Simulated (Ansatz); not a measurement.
System: rock-salt HfC. Method: r²SCAN+SOC (Ansatz, an electronic-structure program, PAW).

Run with plane-wave cutoff 600 eV, 16×16×16 k mesh, Fermi–Dirac smearing 0.1 eV, finite displacements, PAW data made under PBE.

Computed at the level's own relaxed cell.

Harmonic phonon frequencies (cm⁻¹; i marks an imaginary mode):

| q point | frequencies |
|---|---|
| Γ | 0 0 0 422 422 422 |
| X | 152 152 194 492 492 591 |
| L | 131 131 245 552 552 706 |

No imaginary mode appears at these points.
